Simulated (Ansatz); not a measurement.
A run on AlClH₂ (`[AlH2][Cl]`) with other settings.

```yaml
crystal:
  periodic: [false, false, false]
  atoms:
    - {symbol: Al, position_ang: [-0.094791, -0.004439, -0.132893]}
    - {symbol: Cl, position_ang: [1.335332, -0.153340, 1.534893]}
    - {symbol: H, position_ang: [-1.401777, -1.017804, -0.111567]}
    - {symbol: H, position_ang: [0.219617, 1.112266, -1.311748]}
basis:
  gaussian: {orbitals: aug-cc-pVDZ, final_grid: {core_spheres: 5, valence_spheres: 4, degree: 11}, point_charges: [{charge: 2.00, position_ang: [5.949, 0.512, -0.025]}]}
hamiltonian: {xc: {name: r2SCAN}, dispersion: d3bj}
accuracy: high
```

```sh
$ ansatz run in.yaml --threads 4 --pin off --events-out ev --progress --plain --max-ram 10444MiB
```

Output, abridged:

```
Warning: the engine holds no damping parameters fitted to this dispersion correction and functional, so the run takes those fitted to r2scan beside the three-body term, which d3bj leaves out (hamiltonian.dispersion, under Limitations)
Functional definition: r2SCAN
1417 factors; integrals over basis functions are off by at most 3.1e-9 eV
mean field evaluation 1: about -19151.3648 eV, gradient 1.7e1 eV
mean field evaluation 2: about -19151.4991 eV, gradient 1.7e1 eV
mean field evaluation 4: about -19152.3016 eV, gradient 5.7e-1 eV
mean field evaluation 8: about -19152.3133 eV, gradient 2.8e-2 eV
mean field evaluation 16: about -19152.3133 eV, gradient 1.1e-5 eV
mean field -19152.31330177 eV, -703.8345319358 hartree, gradient 4.6e-8 eV, S^2 0.000000; 0 other end points of the search recorded, 0 dependent functions left out
reference -19152.31330451 eV, -703.8345320365 hartree; 16, 16 occupied and 56, 56 virtual orbitals, 1417 factors
Total energy: -19152.32708130 eV, -703.8350383241 hartree
```

Hardware: 4 threads of an Arm Neoverse V1 on a shared host. Wall time 0.95 s, peak host memory 0.26 GiB.
